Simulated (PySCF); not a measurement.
**Gas-phase XPS of 4-methylisothiazole, computed**

Compound: 4-methylisothiazole, C4H5NS.
Z-matrix (Å and degrees, PBE0-D3(BJ)/def2-SVP geometry), rows numbered from 1:
```
C 
C   1  1.4949
C   2  1.4300  1  124.88
N   3  1.3110  2  117.45  1  -179.99
S   4  1.6557  3  109.16  2    -0.04
C   2  1.3747  1  126.42  3   179.94
H   1  1.1014  2  111.20  3    58.66
H   1  1.1015  2  111.21  3   -60.74
H   1  1.0983  2  111.38  3   178.96
H   3  1.0954  2  124.05  1    -0.04
H   6  1.0905  2  127.71  1     0.08
```

Theory: delta-SCF UKS SCAN, pcX-2 on the ionised atom, pcseg-1 elsewhere, spin-free X2C (PySCF). Each binding energy is the total energy of the core-ionised species, with the hole localised on one atom, minus that of the ground state; both are solved self-consistently, so orbital relaxation is included.

**Question.** List the computed XPS lines with their assignment.

**Answer.** 
| atom(s) | bonded to | level | binding energy (eV) | above the level's lowest (eV) | count |
| --- | --- | --- | --- | --- | --- |
| C2 | 2 C (aromatic in the SMILES) and C | C 1s | 290.80 | 0.00 | 1 |
| C6 | S (aromatic in the SMILES), C (aromatic in the SMILES) and H | C 1s | 290.93 | +0.13 | 1 |
| C1 | C and 3 H | C 1s | 291.20 | +0.40 | 1 |
| C3 | N (aromatic in the SMILES), C (aromatic in the SMILES) and H | C 1s | 291.25 | +0.45 | 1 |
| N4 | S (aromatic in the SMILES) and C (aromatic in the SMILES) | N 1s | 404.86 | 0.00 | 1 |
| S5 | N (aromatic in the SMILES) and C (aromatic in the SMILES) | S 1s | 2478.40 | 0.00 | 1 |

Lowest listed C 1s: C2, bonded to 2 C (aromatic in the SMILES) and C. Highest, 0.45 eV above it: C3, bonded to N (aromatic in the SMILES), C (aromatic in the SMILES) and H. Summing the Pauling electronegativity differences to the bonded atoms, each weighted by its formal bond order, gives 0.00 for the lowest site and +0.39 for the highest; no listed site has a larger sum than the highest. The smallest sum, -1.05, belongs to C1, 0.40 eV above the lowest.

**Question.** What is the longest wavelength that can ionise C 1s of C3 vertically?

**Answer.** λ = hc/E = 12398.42 eV Å / 291.25 eV = 42.570 Å.

**Question.** Give the binding energy of C 1s of C3 in hartree and in kJ/mol.

**Answer.** 291.25 eV = 10.7032 Eh = 28101 kJ/mol.

Not every level is listed. Isolated species at its PBE0-D3(BJ)/def2-SVP geometry, gas phase.
